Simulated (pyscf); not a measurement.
## Four-centre exchange: AlH₃ + HO–SiH₃ -> HO–AlH₂ + SiH₄

Gas phase, singlet surface, charge 0. Bonds broken: Al1–H2, O5–Si6. Bonds formed: Al1–O5, H2–Si6. PySCF, gas phase, ωB97X-D3(BJ)/def2-SVP geometries. MP2 and CC: frozen core, UHF for open shells. ΔMP2 is the change of the MP2 total energy from the triple- to the quadruple-zeta basis.

Transition state (Å):

```xyz
10

Al    -1.8622    -2.4112    -0.0902
H     -2.2707    -0.9457     0.7567
H     -1.3011    -3.4637     0.9482
H     -3.0360    -2.7160    -1.1107
O     -0.6384    -1.2205    -0.7350
Si    -1.3085     0.3155     0.2665
H     -0.1603    -1.1082    -1.5634
H     -1.0172     1.1107    -0.9746
H     -0.2129     0.3309     1.2685
H     -2.4063     1.1677     0.8544
```

One imaginary mode, 298i cm⁻¹; descent along it reached the two sides named, in the forms told below.

```json
[
 {"bond": "Al1–H2", "change": "breaks", "reactant side (Å)": "1.612", "saddle": "1.741", "product side": "2.053"},
 {"bond": "O5–Si6", "change": "breaks", "reactant side (Å)": "1.730", "saddle": "1.952", "product side": "2.9"},
 {"bond": "Al1–O5", "change": "forms", "reactant side (Å)": "1.983", "saddle": "1.825", "product side": "1.730"},
 {"bond": "H2–Si6", "change": "forms", "reactant side (Å)": "2.8", "saddle": "1.660", "product side": "1.512"}
]
```

Electronic energies relative to the separated reactants (kcal/mol):

```json
[
 {"level": "ωB97X-D3(BJ)/def2-TZVP", "barrier": "-13.5", "reaction energy": "-14.6", "reverse barrier": "1.1"},
 {"level": "PBE/def2-TZVP", "barrier": "-11.5", "reaction energy": "-15.7", "reverse barrier": "4.2"},
 {"level": "r²SCAN/def2-TZVP", "barrier": "-13.0", "reaction energy": "-15.7", "reverse barrier": "2.7"},
 {"level": "B3LYP-D3(BJ)/def2-TZVP", "barrier": "-9.8", "reaction energy": "-15.1", "reverse barrier": "5.3"},
 {"level": "PBE0-D3(BJ)/def2-TZVP", "barrier": "-12.9", "reaction energy": "-14.8", "reverse barrier": "1.9"},
 {"level": "M06-2X/def2-TZVP", "barrier": "-11.8", "reaction energy": "-15.4", "reverse barrier": "3.5"},
 {"level": "ωB97M-D3(BJ)/def2-TZVP", "barrier": "-10.3", "reaction energy": "-14.7", "reverse barrier": "4.4"},
 {"level": "HF/def2-TZVP", "barrier": "2.0", "reaction energy": "-12.7", "reverse barrier": "14.7"},
 {"level": "MP2/def2-QZVPP", "barrier": "-10.4", "reaction energy": "-15.3", "reverse barrier": "4.9"},
 {"level": "CCSD/def2-TZVPP", "barrier": "-8.1", "reaction energy": "-14.8", "reverse barrier": "6.8"},
 {"level": "CCSD(T)/def2-TZVPP", "barrier": "-9.6", "reaction energy": "-15.1", "reverse barrier": "5.6"},
 {"level": "CCSD(T)/def2-TZVPP + ΔMP2(QZVPP)", "barrier": "-9.9", "reaction energy": "-15.1", "reverse barrier": "5.1"}
]
```

With CCSD(T)/def2-TZVPP + ΔMP2(QZVPP) energies and thermal terms (ideal gas, 1 atm, RRHO with modes under 100 cm⁻¹ raised to 100, one conformer, R ln 2 for rigid chiral ones), in kcal/mol:

| T (K) | ΔH‡ | ΔG‡ | ΔH | ΔG |
|---|---|---|---|---|
| 298 | -8.1 | 3.0 | -14.6 | -14.1 |
| 600 | -8.0 | 14.2 | -14.6 | -13.6 |
| 900 | -7.7 | 25.3 | -14.6 | -13.1 |
| 1200 | -7.2 | 36.2 | -14.7 | -12.6 |

On the reactant side the descent ends in an adduct with a Al–O contact, 23.5 kcal/mol under the separated species and 10.0 kcal/mol under the saddle at ωB97X-D3(BJ)/def2-TZVP. On the product side the descent ends in a complex, 6.3 kcal/mol under the separated species and 7.4 kcal/mol under the saddle at ωB97X-D3(BJ)/def2-TZVP. At ωB97X-D3(BJ), PBE, r²SCAN, B3LYP-D3(BJ), PBE0-D3(BJ), M06-2X, ωB97M-D3(BJ), MP2, CCSD, CCSD(T), CCSD(T) the saddle lies under the separated reactants, which points to a path from their complex (located at ωB97X-D3(BJ) alone). What is counted as formed (Al–O) is already present as a longer contact in the reactant adduct; forming that adduct is a step of its own. At the saddle there is also a short Al–Si contact that neither side keeps. One saddle was located; it need not be the lowest between these sides. The CCSD(T) − MP2 part came from Ansatz, without density fitting, on the same reference.
